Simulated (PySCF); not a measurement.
These are PySCF with r2SCAN-D4/def2-TZVP values and carry that method's errors. Isolated molecules, 0 K electronic values unless said otherwise. Delta-SCF ions had no search for a lower state. 

Reference species (SMILES): `[SiH3]Cl` (neutral, multiplicity 1).

The vertical ionisation energy (Delta-SCF) comes out as 11.34 eV.

Changed species: `[SiH4]` (0 of 4 H replaced by Cl; the reference has 1 of 4 H replaced by Cl).

Q: Give the shifts of the vertical ionisation energy (Delta-SCF).

A: the vertical ionisation energy (Delta-SCF) rises by 0.97 eV, to 12.31 eV.
